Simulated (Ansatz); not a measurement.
System: diamond-structure Si. Method: HSE06 (Ansatz, an electronic-structure program, PAW).

Numerical settings: plane-wave cutoff 500 eV, 6×6×1 k mesh (along the axes of the cell as run), gaussian smearing 0.02 eV, scalar-relativistic PAW data made under PBE.

Question: Estimate the surface energy of the (111) face that the calculation returns.

Answer: 
- surface energy of the (111) face: 3.21 J/m²

Note: the run warned that the count of filled bands differs between k points.

The slab of 12 atoms is relaxed and unreconstructed.

Static lattice: no zero-point or thermal effects.

Computing time: very roughly 14 core-minutes.
